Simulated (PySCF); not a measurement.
C4H12NP.
Z-matrix (Å and degrees, PBE0-D3(BJ)/def2-SVP geometry), rows numbered from 1:
```
C 
N   1  1.4462
C   2  1.4471  1  111.07
P   2  1.7695  1  113.60  3  -128.75
C   4  1.8463  2   98.89  1   -64.90
C   4  1.8465  2   98.69  1  -163.94
H   1  1.1026  2  109.26  3   -56.62
H   1  1.0995  2  111.01  3  -174.42
H   1  1.1126  2  113.96  3    63.48
H   3  1.0996  2  110.92  1   175.25
H   3  1.1026  2  109.28  1    57.45
H   3  1.1122  2  113.88  1   -62.80
H   5  1.1008  4  107.95  2  -162.84
H   5  1.1018  4  111.16  2   -42.75
H   5  1.0993  4  111.24  2    79.68
H   6  1.1016  4  111.05  2    43.28
H   6  1.0995  4  111.16  2   -78.90
H   6  1.1009  4  108.17  2   163.61
```

Level of theory: PBE0-D3(BJ)/def2-SVP geometry optimisation, gas phase (PySCF).

Masses are those of the commonest isotopes; rigid-rotor values at the optimised geometry. The values belong to one conformer with, in the numbering `[CH3:1][N:2]([CH3:3])[P:4]([CH3:5])[CH3:6]`, C1–N2–P4–C5 -65°.

Q: Give the principal moments of inertia and the rotational constants in MHz.

A: Ia = 134.88, Ib = 208.59, Ic = 301.18 u·Å²; 505379 MHz·u·Å²/I gives A = 3747, B = 2423, C = 1678 MHz.

Q: Classify the top.

A: An asymmetric top: κ = (2 × 2423 − 3747 − 1678)/(3747 − 1678) = -0.28.

Q: Is it planar, by Δ = Ic − Ia − Ib?

A: Not planar: Δ = Ic − Ia − Ib = -42.29 u·Å². For a rigid frame Δ = −2 Σ m c², so Σ m c² = 21.14 u·Å² lies off the ab plane: 7.43 from hydrogen and 13.72 from heavier atoms. The atom farthest from that plane is 1.46 Å away.

Q: Give the other two planar moments, Paa and Pbb, and the rms extents of the mass along the axes.

A: Paa = Σ m a² = (Ib + Ic − Ia)/2 = 187.45 and Pbb = Σ m b² = (Ia + Ic − Ib)/2 = 113.74 u·Å². With the mass M = 105.07 u, the rms extents √(P/M) along a, b and c are 1.34, 1.04, 0.45 Å.

Q: Predict some low-J microwave lines.

A: The dipole components are |μa| = 0.01 D, |μb| = 0.03 D, |μc| = 0.70 D. The squared components, which scale the intensities, stand as 0.00 : 0.00 : 1.00 (a : b : c). Some lines, for components of 0.1 D or more:

```tsv
type	branch	J(Ka,Kc)	MHz	lower level (cm⁻¹)
c	Q	4(2,3) ← 4(1,3)	1995	1.521
c	Q	3(2,2) ← 3(1,2)	3035	0.946
c	Q	4(3,2) ← 4(2,2)	6496	1.677
c	Q	3(3,1) ← 3(2,1)	7552	1.082
c	R	2(1,1) ← 1(0,1)	11015	0.137
c	Q	4(4,1) ← 4(3,1)	11245	1.905
c	R	2(2,0) ← 1(1,0)	13156	0.206
c	R	3(2,1) ← 2(1,1)	17335	0.504
c	R	4(3,1) ← 3(2,1)	24644	1.082
c	R	4(4,1) ← 3(3,1)	28337	1.334
```

PBE0-D3(BJ)/def2-SVP frequencies: not computed here. No vibrational averaging or centrifugal distortion is included, and the geometry carries the error of its method. A rigid rotor knows nothing of internal rotation, which can split or shift real lines. Quadrupole hyperfine structure (14N) is left out.
